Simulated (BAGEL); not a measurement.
# B3LYP/6-31G(d) (density fitting with qzvpp-jkfit, spherical functions) run of CH4 (methane)

What is the energy change on altering one bond length of CH4 (methane) at B3LYP/6-31G* (density fitting with qzvpp-jkfit, spherical functions)? 

The calculation is run with BAGEL 1.2.2.

3 further runs of the same task are left out: 3 that didn't finish. Runs told in other sessions of the task aren't counted.

## Step 1: The structure to begin with

CH4: 5 atoms, total charge 0, spin state singlet. SMILES: `C`. The shape is that of a PBE0-D4/def2-TZVP optimisation.

Bond lengths: C1–H2 1.090 Å, C1–H3 1.090 Å, C1–H4 1.090 Å, C1–H5 1.090 Å. Angles: H2–C1–H3 109.5°, H2–C1–H4 109.5°, H2–C1–H5 109.5°, H3–C1–H4 109.5°, H3–C1–H5 109.5°, H4–C1–H5 109.5°.

## Step 2: The energy at B3LYP/6-31G(d) (density fitting with qzvpp-jkfit, spherical functions)

input.json reads:

```json
{ "bagel" : [

{
  "title" : "molecule",
  "basis" : "6-31gs.json",
  "df_basis" : "qzvpp-jkfit",
  "angstrom" : "true",
  "geometry" : [
    { "atom" : "C", "xyz" : [       0.000000,       0.000000,       0.000000 ] },
    { "atom" : "H", "xyz" : [       0.159000,      -0.243200,       1.050200 ] },
    { "atom" : "H", "xyz" : [      -1.006700,       0.395200,      -0.132900 ] },
    { "atom" : "H", "xyz" : [       0.119700,      -0.899500,      -0.603300 ] },
    { "atom" : "H", "xyz" : [       0.728100,       0.747400,      -0.313900 ] }
  ]
},

{ "title" : "ks", "xc_func" : "b3lyp" },

{ "title" : "print", "file" : "orbitals.molden", "orbitals" : "true" }

]}
```

The basis set 6-31G* is read from a file made from the Basis Set Exchange's data (not shown).

Command:

```sh
$ BAGEL_NUM_THREADS=1 BAGEL input.json > input.out
```

Log:

```text
* using 1 threads per process

  ===============================================================
  ===============================================================

  *** Geometry ***

  { "atom" : "C", "xyz" : [      0.000000,      0.000000,      0.000000 ] },
  { "atom" : "H", "xyz" : [      0.300466,     -0.459581,      1.984590 ] },
  { "atom" : "H", "xyz" : [     -1.902387,      0.746820,     -0.251145 ] },
  { "atom" : "H", "xyz" : [      0.226200,     -1.699809,     -1.140072 ] },
  { "atom" : "H", "xyz" : [      1.375910,      1.412381,     -0.593185 ] },

  Number of auxiliary basis functions:      147

  Since a DF basis is specified, we compute 2- and 3-index integrals:
    o Being stored without compression. Storage requirement is 0.001 GB

  Number of basis functions:       22
  Number of electrons      :       10

    * METHOD: MOLECULE                             0.02

  *** Kohn-Sham DFT ***

    * Removing 6725 points whose weight is below 1.00e-10
    * Grid points: 67805

  === Nuclear Repulsion ===
    13.4397642716

       - DIIS with orbital gradients will be used.

  === KS iteration (b3lyp / 6-31gs.json) ===
      0        -34.10883214          0.22180523           0.07
      1        -37.09188886          0.17884932           0.05
      2        -37.89287389          0.21624709           0.05
      3        -40.46790084          0.03250154           0.05
      4        -40.51233296          0.01111354           0.05
      5        -40.51750130          0.00192827           0.05
      6        -40.51765792          0.00013879           0.05
      7        -40.51765872          0.00000490           0.05
      8        -40.51765872          0.00000005           0.05
      9        -40.51765872          0.00000001           0.05
     10        -40.51765872          0.00000000           0.05
    * SCF iteration converged.

    * Permanent dipole moment:
           (   -0.000013,    -0.000009,    -0.000013) a.u.

    * METHOD: KS                                   0.70

    * METHOD: PRINT                                0.00

  ===============================================================
```

Run time: 0.87 s. Hardware: 1 thread of Arm Neoverse V1, shared host.

## Step 3: The distorted shape at the same level

input.json reads:

```json
{ "bagel" : [

{
  "title" : "molecule",
  "basis" : "6-31gs.json",
  "df_basis" : "qzvpp-jkfit",
  "angstrom" : true,
  "geometry" : [
    { "atom" : "C", "xyz" : [   -0.059848,    0.449735,    0.301640 ] },
    { "atom" : "H", "xyz" : [    0.099152,    0.206535,    1.351840 ] },
    { "atom" : "H", "xyz" : [   -1.066548,    0.844935,    0.168740 ] },
    { "atom" : "H", "xyz" : [    0.119700,   -0.899500,   -0.603300 ] },
    { "atom" : "H", "xyz" : [    0.668252,    1.197135,   -0.012260 ] }
  ]
},
{
  "title" : "ks",
  "xc_func" : "b3lyp"
},
{
  "title" : "print",
  "file" : "orbitals.molden",
  "orbitals" : true
}

]}
```

The basis set 6-31G* is read from a file made from the Basis Set Exchange's data (not shown).

Command:

```sh
$ BAGEL_NUM_THREADS=1 BAGEL input.json > input.out
```

Log:

```text
* using 1 threads per process

  ===============================================================
  ===============================================================

  *** Geometry ***

  { "atom" : "C", "xyz" : [     -0.113096,      0.849876,      0.570017 ] },
  { "atom" : "H", "xyz" : [      0.187370,      0.390295,      2.554607 ] },
  { "atom" : "H", "xyz" : [     -2.015484,      1.596696,      0.318872 ] },
  { "atom" : "H", "xyz" : [      0.226200,     -1.699809,     -1.140072 ] },
  { "atom" : "H", "xyz" : [      1.262813,      2.262257,     -0.023168 ] },

  Number of auxiliary basis functions:      147

  Since a DF basis is specified, we compute 2- and 3-index integrals:
    o Being stored without compression. Storage requirement is 0.001 GB

  Number of basis functions:       22
  Number of electrons      :       10

    * METHOD: MOLECULE                             0.02

  *** Kohn-Sham DFT ***

    * Removing 6026 points whose weight is below 1.00e-10
    * Grid points: 68504

  === Nuclear Repulsion ===
    12.2830665637

       - DIIS with orbital gradients will be used.

  === KS iteration (b3lyp / 6-31gs.json) ===
      0        -33.74595281          0.20994693           0.06
      1        -36.90179200          0.16591809           0.05
      2        -37.13395941          0.22086306           0.05
      3        -40.33352718          0.04860114           0.05
      4        -40.42370203          0.02079266           0.05
      5        -40.43498307          0.01297849           0.05
      6        -40.44138594          0.00403212           0.05
      7        -40.44206340          0.00020341           0.05
      8        -40.44206541          0.00000813           0.05
      9        -40.44206541          0.00000094           0.05
     10        -40.44206541          0.00000003           0.05
     11        -40.44206541          0.00000000           0.05
    * SCF iteration converged.

    * Permanent dipole moment:
           (    0.026451,    -0.198904,    -0.133416) a.u.

    * METHOD: KS                                   0.74

    * METHOD: PRINT                                0.00

  ===============================================================
```

Run time: 0.91 s. Hardware: 1 thread of Arm Neoverse V1, shared host.

## Step 4: Outcome

Level: B3LYP/6-31G* (density fitting with qzvpp-jkfit, spherical functions).

```
                                                         quantity         value
                                        first shape: total energy  -40.51766 Eh
                                       first shape: dipole moment        0.00 D
                                         first shape: HOMO energy     -10.60 eV
                                         first shape: LUMO energy       3.24 eV
                                       first shape: HOMO–LUMO gap      13.84 eV
                                    distorted shape: total energy  -40.44207 Eh
                                   distorted shape: dipole moment        0.61 D
                                     distorted shape: HOMO energy      -8.62 eV
                                     distorted shape: LUMO energy       0.15 eV
                                   distorted shape: HOMO–LUMO gap       8.77 eV
energy change with the C1–H4 bond stretched from 1.090 to 1.634 Å      2.057 eV
```

**Reading.** With the C1–H4 bond stretched from 1.090 to 1.634 Å the energy rises by 2.06 eV (47 kcal/mol). The first shape isn't relaxed at this level, so the change isn't measured from a minimum.
